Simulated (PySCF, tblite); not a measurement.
Ethanol, C2H6O.
Atom-mapped SMILES: `[CH3:1][CH2:2][OH:3]` (hydrogens: H4, H5, H6 on C1; H7, H8 on C2; H9 on O3)

Cartesian coordinates in Å at the GFN2-xTB level; atoms count from 1:
```xyz
9
C2H6O angstrom
C      0.9186    0.0594    0.0421
C     -0.5225   -0.4305   -0.0534
O     -1.4159    0.5777   -0.4639
H      1.5727   -0.7614    0.3227
H      1.0053    0.8450    0.7918
H      1.2437    0.4572   -0.9162
H     -0.8375   -0.8476    0.9148
H     -0.6073   -1.2145   -0.8089
H     -1.3435    1.3208    0.1458
```

Method used: B3LYP/def2-SVPD in PySCF (dipole) on a GFN2-xTB geometry, gas phase.

Take the most abundant isotopes and a rigid rotor. The values belong to one conformer with, in the numbering `[CH3:1][CH2:2][OH:3]`, C1–C2–O3–H -56°.

Q: What are A, B and C (GHz)?

A: Ia = 14.60, Ib = 54.48, Ic = 61.74 u·Å²; 505379 MHz·u·Å²/I gives 34623, 9277 and 8185 MHz, that is A = 34.623, B = 9.2767, C = 8.1854 GHz.

Q: Classify the top.

A: A near-prolate asymmetric top. Ray's parameter κ = (2B − A − C)/(A − C) = -0.917; −1 is the prolate and +1 the oblate limit.

Q: What does the inertial defect say?

A: Not planar: Δ = Ic − Ia − Ib = -7.33 u·Å². For a rigid frame Δ = −2 Σ m c², so Σ m c² = 3.67 u·Å² lies off the ab plane: 3.60 from hydrogen and 0.07 from heavier atoms. The atom farthest from that plane is 0.95 Å away.

Q: Give the other two planar moments, Paa and Pbb, and the rms extents of the mass along the axes.

A: Paa = Σ m a² = (Ib + Ic − Ia)/2 = 50.81 and Pbb = Σ m b² = (Ia + Ic − Ib)/2 = 10.93 u·Å². With the mass M = 46.04 u, the rms extents √(P/M) along a, b and c are 1.05, 0.49, 0.28 Å.

Q: Which types of transition are allowed, and where do some lines up to J = 3 fall?

A: The dipole components are |μa| = 1.34 D, |μb| = 0.17 D, |μc| = 1.08 D. Intensities carry the squares of the components, which stand as 1.00 : 0.02 : 0.65 (a : b : c). Some lines, for components of 0.1 D or more:

| type | branch | J(Ka,Kc) | MHz | lower level (cm⁻¹) |
| --- | --- | --- | --- | --- |
| a | Q | 2(1,1) ← 2(1,2) | 3274 | 2.556 |
| a | Q | 3(1,2) ← 3(1,3) | 6547 | 4.249 |
| b | R | 2(0,2) ← 1(1,1) | 9544 | 1.428 |
| a | R | 1(0,1) ← 0(0,0) | 17462 | 0.000 |
| c | Q | 3(1,3) ← 3(0,3) | 22769 | 3.489 |
| c | Q | 2(1,2) ← 2(0,2) | 24289 | 1.746 |
| b | Q | 3(1,2) ← 3(0,3) | 29316 | 3.489 |
| a | R | 2(1,2) ← 1(1,1) | 33833 | 1.428 |
| a | R | 2(0,2) ← 1(0,1) | 34890 | 0.582 |
| b | R | 1(1,1) ← 0(0,0) | 42808 | 0.000 |
| a | R | 3(0,3) ← 2(0,2) | 52248 | 1.746 |
| a | R | 3(2,2) ← 2(2,1) | 52386 | 5.202 |
| a | R | 3(2,1) ← 2(2,0) | 52524 | 5.203 |
| a | R | 3(1,2) ← 2(1,1) | 54001 | 2.666 |
| c | Q | 3(2,2) ← 3(1,2) | 74423 | 4.467 |
| b | Q | 3(2,1) ← 3(1,2) | 74595 | 4.467 |
| b | R | 3(1,3) ← 2(0,2) | 75017 | 1.746 |
| c | Q | 2(2,1) ← 2(1,1) | 76038 | 2.666 |
| c | R | 3(1,2) ← 2(0,2) | 81564 | 1.746 |
| b | R | 2(2,1) ← 1(1,0) | 112053 | 1.464 |
| c | R | 2(2,0) ← 1(1,0) | 112088 | 1.464 |
| c | R | 2(2,1) ← 1(1,1) | 113144 | 1.428 |
| b | R | 2(2,0) ← 1(1,1) | 113179 | 1.428 |
| c | R | 3(2,1) ← 2(1,1) | 128596 | 2.666 |
| b | Q | 3(3,1) ← 3(2,2) | 129479 | 6.949 |
| b | R | 3(3,0) ← 2(2,1) | 181866 | 5.202 |

Its GFN2-xTB frequencies are all real (lowest 224 cm⁻¹). Constants of a rigid frame at the computed geometry: no zero-point averaging, no centrifugal distortion. A rigid rotor knows nothing of internal rotation, which can split or shift real lines.
